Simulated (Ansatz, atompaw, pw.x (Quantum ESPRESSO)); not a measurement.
pw.x on diamond Sn: one setting changed

Potential: PAW, atompaw 4.2.0.5, LDA (PW92); core [Kr] 4d10, reference 5s2 5p2; waves: 5s (bound): rc 3.00 bohr; 5s channel at 2.6 Ry: rc 3.00 bohr; 5p (bound): rc 3.00 bohr; 5p channel at 0.2 Ry: rc 3.00 bohr; 5d channel at 0.1 Ry: rc 3.00 bohr; 5d channel at 1.15 Ry: rc 2.35 bohr; local part: bessel scheme, radius 2.75 bohr; core correction: smooth core density matched at 1.50 bohr; augmentation: sinc compensation charge, radius 2.60 bohr; PAW radius 3.00 bohr; waves and projectors: custom rrkj gramschmidtortho.

The reference run (k-mesh 8³, cutoffs 40/400 Ry, Fermi–Dirac 0.01 Ry, mixing_beta 0.4, conv_thr 1e-9, no spin) gives 0.63 GPa at 33.988 Å³/atom, where all-electron LAPW gives 0.00 GPa. This run, with its own iteration cap, changes degauss to 0.002.

```
&control
  calculation='scf', prefix='x', pseudo_dir='./', outdir='./tmp', tstress=.true., disk_io='none'
/
&system
  ibrav=0, nat=2, ntyp=1, ecutwfc=40, ecutrho=400, nbnd=11,
  occupations='smearing', smearing='fd', degauss=0.002
/
&electrons
  conv_thr=1e-09, mixing_beta=0.4, electron_maxstep=50
/
ATOMIC_SPECIES
Sn 1.0 Sn.UPF
CELL_PARAMETERS angstrom
  0.00000000 3.23923063 3.23923063
  3.23923063 0.00000000 3.23923063
  3.23923063 3.23923063 0.00000000
ATOMIC_POSITIONS crystal
Sn 0.0000 0.0000 0.0000
Sn 0.2500 0.2500 0.2500
K_POINTS automatic
8 8 8 0 0 0
```

```bash
pw.x < Sn.scf.in > Sn.scf.out
```

Q: How does the run end?

A: It converges in 21 iterations; the free energy moves by +4.4 meV/atom and the pressure by -0.11 GPa. In a metal, with Fermi–Dirac smearing, F lies below its zero-width value by a term in the square of the width.

```
Message from routine setup:
     using ibrav=0 with symmetry is DISCOURAGED, use correct ibrav instead
     lattice parameter (alat)  =       8.6568  a.u.
     unit-cell volume          =     458.7248 (a.u.)^3
     number of electrons       =         8.00
     number of Kohn-Sham states=           11
     kinetic-energy cutoff     =      40.0000  Ry
     charge density cutoff     =     400.0000  Ry
     scf convergence threshold =      1.0E-09
     Exchange-correlation= SLA PW NOGX NOGC
     number of k points=    29  Fermi-Dirac smearing, width (Ry)=  0.0020
     iteration #  1     ecut=    40.00 Ry     beta= 0.40
     total energy              =    -646.26662723 Ry
     estimated scf accuracy    <       0.02848529 Ry
     iteration #  2     ecut=    40.00 Ry     beta= 0.40
     negative rho (up, down):  7.667E-05 0.000E+00
     total energy              =    -646.26256729 Ry
     estimated scf accuracy    <       0.00909082 Ry
     iteration #  3     ecut=    40.00 Ry     beta= 0.40
     negative rho (up, down):  8.196E-05 0.000E+00
     total energy              =    -646.26364937 Ry
     estimated scf accuracy    <       0.00003986 Ry
     [... 15 iterations left out ...]
     iteration # 19     ecut=    40.00 Ry     beta= 0.40
     negative rho (up, down):  1.870E-06 0.000E+00
     total energy              =    -646.26497626 Ry
     estimated scf accuracy    <          8.0E-09 Ry
     iteration # 20     ecut=    40.00 Ry     beta= 0.40
     negative rho (up, down):  1.888E-06 0.000E+00
     total energy              =    -646.26497627 Ry
     estimated scf accuracy    <          1.8E-09 Ry
     iteration # 21     ecut=    40.00 Ry     beta= 0.40
     negative rho (up, down):  1.878E-06 0.000E+00
     the Fermi energy is     3.9602 ev
!    total energy              =    -646.26497627 Ry
     estimated scf accuracy    <          5.3E-10 Ry
     smearing contrib. (-TS)   =      -0.00005326 Ry
     The total energy is F=E-TS. E is the sum of the following terms:
     one-electron contribution =       5.16413442 Ry
     hartree contribution      =       1.00236536 Ry
     xc contribution           =     -39.04069998 Ry
     ewald contribution        =     -14.08023616 Ry
     one-center paw contrib.   =    -599.31048666 Ry
     convergence has been achieved in  21 iterations
     negative rho (up, down):  1.878E-06 0.000E+00
          total   stress  (Ry/bohr**3)                   (kbar)     P=        5.14
     Message from routine punch:
     Nothing written, as per user request (disk_io='none')
```

The run took about 44 s on one core of a shared host (Intel(R) Xeon(R) Platinum 8259CL CPU @ 2.50GHz, 64 threads, 499 GiB, load 18).
